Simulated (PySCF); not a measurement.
phenol (C6H6O), SMILES Oc1ccccc1. Atoms are numbered in the order given.

```xyz
13

O      0.1117     2.3057     0.0000
C      0.0273     0.9473     0.0000
C      1.2277     0.2201     0.0000
C      1.1910    -1.1747     0.0000
C     -0.0304    -1.8605     0.0000
C     -1.2227    -1.1308     0.0000
C     -1.1999     0.2673     0.0000
H     -0.7841     2.6749     0.0000
H      2.1725     0.7664     0.0000
H      2.1303    -1.7331     0.0000
H     -0.0513    -2.9520     0.0000
H     -2.1844    -1.6494     0.0000
H     -2.1357     0.8353     0.0000
```

Geometry: TPSSh-D3(BJ)/def2-SVP. One conformer was computed; it need not be the lowest.

All values below come from HF/def2-TZVP (PySCF).

ESP charges are fitted to the potential on shells at 1.4 to 2.0 van der Waals radii. Atomic charges (e):

```tsv
atom	Löwdin	Mulliken	ESP fit
O1	___	-0.50	-0.63
C2	-0.24	0.33	0.54
C3	___	-0.22	-0.37
C4	___	-0.08	-0.08
C5	-0.16	-0.16	-0.29
C6	___	-0.11	-0.03
C7	___	-0.24	-0.47
H8	0.20	0.34	0.43
H9	0.15	0.13	0.21
H10	___	0.13	0.16
H11	0.14	0.13	0.17
H12	___	0.13	0.16
H13	0.14	0.11	0.19
```

Task: Complete the blanks. (An estimate is asked for; the answer gives what the named calculation found.)

Result: 
- O1, Löwdin: 0.04
- C3, Löwdin: -0.12
- C4, Löwdin: -0.12
- C6, Löwdin: -0.13
- C7, Löwdin: -0.15
- H10, Löwdin: 0.14
- H12, Löwdin: 0.14

Computed Mayer and Wiberg (Löwdin basis) orders of the bonds:
```json
[
 {"bond": "O1–C2", "Mayer": "1.05", "Wiberg": "1.63"},
 {"bond": "C2–C3", "Mayer": "1.43", "Wiberg": "1.48"},
 {"bond": "C3–C4", "Mayer": "1.46", "Wiberg": "1.60"},
 {"bond": "C4–C5", "Mayer": "1.43", "Wiberg": "1.57"},
 {"bond": "C5–C6", "Mayer": "1.47", "Wiberg": "1.59"},
 {"bond": "C2–C7", "Mayer": "1.42", "Wiberg": "1.50"},
 {"bond": "C6–C7", "Mayer": "1.44", "Wiberg": "1.58"},
 {"bond": "O1–H8", "Mayer": "0.87", "Wiberg": "0.99"},
 {"bond": "C3–H9", "Mayer": "0.98", "Wiberg": "0.83"},
 {"bond": "C4–H10", "Mayer": "0.98", "Wiberg": "0.84"},
 {"bond": "C5–H11", "Mayer": "0.98", "Wiberg": "0.84"},
 {"bond": "C6–H12", "Mayer": "0.97", "Wiberg": "0.84"},
 {"bond": "C7–H13", "Mayer": "0.97", "Wiberg": "0.83"}
]
```
